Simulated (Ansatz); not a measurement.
A made-up structure of NaBH2O, singlet:

```tsv
atom	x (Å)	y (Å)	z (Å)
B1	-0.0493	0.7038	-0.2204
O2	0.0484	-0.6906	0.2162
Na3	0.1965	-2.8063	0.8789
H4	-1.2368	1.3984	-0.1765
H5	1.0411	1.3947	-0.6982
```

It is relaxed with PBE-D4/def2-SVP and then PBE0-D4/def2-TZVP (Ansatz 0.2.0). Atoms count as bonded within 1.22 times the sum of their covalent radii (H–H: 0.88 Å). The end point is not checked to be a true minimum.

Problem. Does its bonding change? (Judge from chemistry; the calculation decides.)

Solution. The calculation gives: No: no bond forms or breaks.

Where it ends: The first stage lowers the energy by 0.87 eV in 5 steps. It ends as NaBH₂O ([BH2][O][Na]):
```xyz
5
angstrom
B -0.0440 0.6284 -0.1968
O 0.0432 -0.6167 0.1928
Na 0.1755 -2.5056 0.7849
H -1.1043 1.2486 -0.1576
H 0.9296 1.2453 -0.6233
```

Labels in which every atom is bracketed show which atoms are joined, not bond orders.

For scale, one of the runs: PBE0-D4/def2-TZVP relaxation, 106 basis functions, launched by `ansatz run in.yaml --threads 2 --pin off --events-out ev --progress --plain --max-ram 4352MiB`. Hardware: 2 CPU threads of an Arm Neoverse V1, shared host. Wall time about 11 s.
